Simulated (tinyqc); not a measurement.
Inside a calculation. Method: extended Hueckel theory, for CH2. One step of it, computed by the program tinyqc.

Question. Wolfsberg-Helmholz matrix. H_ij = K' S_ij (H_ii + H_jj)/2 for i != j (the diagonal keeps H_ii), with K' = K + D^2 + D^4 (1 - K), D = (H_ii - H_jj)/(H_ii + H_jj), K = 1.75.

overlap S, lower triangle:
```
,1C 2s,1C 2px,1C 2py,1C 2pz,2H 1s,3H 1s
1C 2s,1.000000
1C 2px,0.000000,1.000000
1C 2py,0.000000,0.000000,1.000000
1C 2pz,0.000000,0.000000,0.000000,1.000000
2H 1s,0.446883,0.000000,0.385768,0.253505,1.000000
3H 1s,0.446883,0.000000,-0.385768,0.253505,0.109782,1.000000
```

diagonal H_ii (eV): 1C 2s -21.400000, 1C 2px -11.400000, 1C 2py -11.400000, 1C 2pz -11.400000, 2H 1s -13.600000, 3H 1s -13.600000

K = 1.750000

Give: H.

Answer.

H (eV), lower triangle:
```
,1C 2s,1C 2px,1C 2py,1C 2pz,2H 1s,3H 1s
1C 2s,-21.4000
1C 2px,0.0000,-11.4000
1C 2py,0.0000,0.0000,-11.4000
1C 2pz,0.0000,0.0000,0.0000,-11.4000
2H 1s,-14.0597,0.0000,-8.4758,-5.5698,-13.6000
3H 1s,-14.0597,0.0000,8.4758,-5.5698,-2.6128,-13.6000
```
